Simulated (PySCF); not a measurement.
# SiS, r²SCAN: how much the basis matters

PySCF, UKS reference; singlet, unpaired electrons none; De to Si + S without counterpoise correction.

```csv
basis,relativity,functions,Re (Å),ωe (cm⁻¹),De (eV),μ (D)
3-21G,no relativity,26,2.027,662,5.35,-2.16
"6-31G(d,p)",no relativity,36,1.948,744,6.13,-1.68
jorge-DZP-DKH,spin-free X2C,48,1.957,742,6.12,-1.67
x2c-TZVPPall,spin-free X2C,84,1.937,751,6.30,-1.58
def2-TZVPPD,no relativity,99,1.937,752,6.31,-1.58
```

Question: How does each smaller set differ from the one with most functions, def2-TZVPPD?

Answer: 3-21G: +9.0 pm, -12.0 % in ωe, -0.96 eV in De; 6-31G(d,p): +1.1 pm, -1.1 % in ωe, -0.18 eV in De; jorge-DZP-DKH: +2.0 pm, -1.3 % in ωe, -0.19 eV in De; x2c-TZVPPall: +0.0 pm, -0.1 % in ωe, -0.01 eV in De. All at r²SCAN; the set with most functions is neither the basis-set limit nor always the best. The rows treat relativity differently, so the differences are not basis effects alone.

A positive dipole means Si(−)S(+). Measured (Huber and Herzberg, Constants of Diatomic Molecules (1979)): Re = 1.929321 Å, ωe = 749.64 cm⁻¹. 3-21G is very small, so such numbers show the basis as much as the molecule.
